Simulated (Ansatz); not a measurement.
# AlBH₄O: how energies converge with the basis set

How large a basis does AlBH₄O need? Two functionals are run in growing sets.

Method: one geometry, several basis sets; program: Ansatz 0.2.0, Gaussian basis.

Levels to be run: PBE0-D4/def2-SVP; ωB97M-V/def2-SVP; PBE0-D4/def2-QZVPP; ωB97M-V/def2-QZVPP; the functionals' def2-TZVPP values are taken from earlier runs.

**1. Structure used throughout**

The geometry comes from an earlier relaxation with PBE0-D4 in a triple-zeta def2 set; it is a stationary point, not always the lowest conformer.

SMILES `O[BH][AlH2]`, 7 atoms, charge 0, spin multiplicity 1.

Atoms are counted from 1 here; the program's logs count them from 0.

Bond lengths: O1–B2 1.358 Å, O1–H4 0.962 Å, B2–Al3 2.147 Å, B2–H5 1.212 Å, Al3–H6 1.595 Å, Al3–H7 1.595 Å. Angles: B2–O1–H4 113.8°, O1–B2–Al3 119.1°, O1–B2–H5 117.3°, Al3–B2–H5 123.6°, B2–Al3–H6 121.6°, B2–Al3–H7 121.6°, H6–Al3–H7 116.7°.

As a file:

```xyz
7
AlBH4O
O    -1.4092   -0.6988   -0.7118
B    -0.3719    0.1741   -0.6355
Al    0.9976    0.0293    1.0120
H    -1.9734   -0.5644   -1.4797
H    -0.2749    1.0005   -1.5169
H     0.7691    0.8443    2.3643
H     2.3238   -0.8530    0.9219
```

**2. PBE0-D4 in def2-SVP**

The input, in.yaml:

```yaml
crystal:
  periodic: [false, false, false]
  atoms:
    - {symbol: O, position_ang: [-1.409192, -0.698769, -0.711813]}
    - {symbol: B, position_ang: [-0.371868, 0.174097, -0.635478]}
    - {symbol: Al, position_ang: [0.997630, 0.029291, 1.011994]}
    - {symbol: H, position_ang: [-1.973427, -0.564400, -1.479691]}
    - {symbol: H, position_ang: [-0.274880, 1.000488, -1.516933]}
    - {symbol: H, position_ang: [0.769137, 0.844329, 2.364297]}
    - {symbol: H, position_ang: [2.323799, -0.853035, 0.921925]}
basis:
  gaussian: {orbitals: def2-SVP}
hamiltonian: {xc: pbe0, dispersion: d4}
output: {orbitals: {seedname: orbitals}}
```

Started as:

```
ansatz run in.yaml --threads 2 --pin off --events-out ev --progress --plain --max-ram 4352MiB
```

After this run come: ωB97M-V in def2-SVP; PBE0-D4 in def2-QZVPP; ωB97M-V in def2-QZVPP.

**Question.** What will the summary of the whole plan be? Wanted: PBE0-D4: double and triple zeta above quadruple; ωB97M-V: double and triple zeta above quadruple.

The runs gave:

| quantity | value |
| --- | --- |
| PBE0-D4: double and triple zeta above quadruple | 5.95, 0.37 eV |
| ωB97M-V: double and triple zeta above quadruple | 6.06, 0.36 eV |

What this shows: PBE0-D4 gains 5.58 eV from double to triple zeta, then 0.37 eV more. Total energies overstate the basis error of differences, where much of it tends to cancel.
